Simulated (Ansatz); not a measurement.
**BCl: vertical and adiabatic energies of changing the electron count from a Python script**

Wanted for BCl: vertical and adiabatic energies of changing the electron count.

Computed with Ansatz 0.2.0 through its Python package. Level of theory: PBE/def2-TZVP.

### 1 The structure

Bond lengths: B1–Cl2 1.785 Å.

No structure file is read: the coordinates are typed or built in the script.

### 2 The script

The input, adiabatic.py:

```python
# -*- coding: utf-8 -*-
'''How BCl relaxes after losing an electron.'''

import itertools
import logging
import sys

import ansatz as az
from ase.data import atomic_numbers, covalent_radii
import numpy as np

logging.basicConfig(stream=sys.stdout, format='[%(levelname)s] %(message)s')
log = logging.getLogger('calc')
log.setLevel(logging.INFO)

BASIS_SET = 'def2-TZVP'
XC = 'pbe'
NET_CHARGE = 1

geometry = (
    az.Crystal.molecule()
    .atom('B', (0.0, 0.0, 0.0))
    .atom('Cl', (0.0, 0.0, 1.785))
)

model = (
    geometry.calculation()
    .basis(gaussian=BASIS_SET)
    .functional(XC)
)
symbols = [site.symbol for site in geometry.cartesian_sites]
start = np.array([site.position_ang for site in geometry.cartesian_sites], dtype=float)
r = model.relax(force_tolerance=0.01).run().report
end = np.array(r['positions_ang'])

minimum = az.Crystal.molecule()
for symbol, place in zip(symbols, end):
    minimum = minimum.atom(symbol, place.tolist())
ion = (
    minimum.calculation()
    .basis(gaussian=BASIS_SET)
    .functional(XC)
    .charge(NET_CHARGE)
    .spin('collinear', total=1)
)
vertical = ion.run().report
settled = ion.relax(force_tolerance=0.01, max_steps=80).run().report
log.info(f'vertical ionisation energy   {vertical["free_energy_ev"] - r["free_energy_ev"]:.3f} eV')
log.info(f'adiabatic, no zero point     {settled["free_energy_ev"] - r["free_energy_ev"]:.3f} eV')
log.info(f'relaxation energy of the ion {vertical["free_energy_ev"] - settled["free_energy_ev"]:.3f} eV')
ionised = np.array(settled['positions_ang'])
# pairs closer than 1.2 times the sum of covalent radii, before or after
radius = [covalent_radii[atomic_numbers[s]] for s in symbols]
span = lambda where, i, j: np.linalg.norm(where[i] - where[j])
bonded = [(i, j) for i, j in itertools.combinations(range(len(symbols)), 2) if min(span(end, i, j), span(ionised, i, j)) < 1.2 * (radius[i] + radius[j])]
log.info('pair        before    after (A)')
for i, j in bonded:
    print(f'{symbols[i]}{i}-{symbols[j]}{j}'.ljust(10), f'{span(end, i, j):8.4f} {span(ionised, i, j):8.4f}')
```

### 3 The calls as engine input

The engine receives this input (first run):

```yaml
crystal:
  periodic: [false, false, false]
  atoms:
    - { symbol: B, position_ang: [0.0, 0.0, 0.0] }
    - { symbol: Cl, position_ang: [0.0, 0.0, 1.785] }
basis:
  gaussian:
    orbitals: def2-TZVP
hamiltonian:
  xc: pbe
relax:
  f_tol: 0.01
```

### 4 Running it

Launch:

```
$ python adiabatic.py
```

Without the output at hand: what should come out? Wanted: vertical ionisation energy; adiabatic ionisation energy, no zero point.

The runs gave:

| quantity | value |
| --- | --- |
| vertical ionisation energy | 9.911 eV |
| adiabatic ionisation energy, no zero point | 9.674 eV |
| runs compared | 3 |

The ionisation energy is a difference of two total energies at the neutral geometry; letting the ion relax lowers it by 0.24 eV. In CPU time, run 3 cost about 7 times as much as run 2. Run 1: After 3 moves the largest shift is 0.027 Å. Run 3: The relaxation took 4 moves; the largest shift is 0.062 Å. The energies are electronic: no zero-point or thermal terms, and the basis set is short of its limit. The product may relax into another structure. Each relaxation finds its nearest minimum, which needn't be the lowest. The spin state was assumed, and another may lie lower.
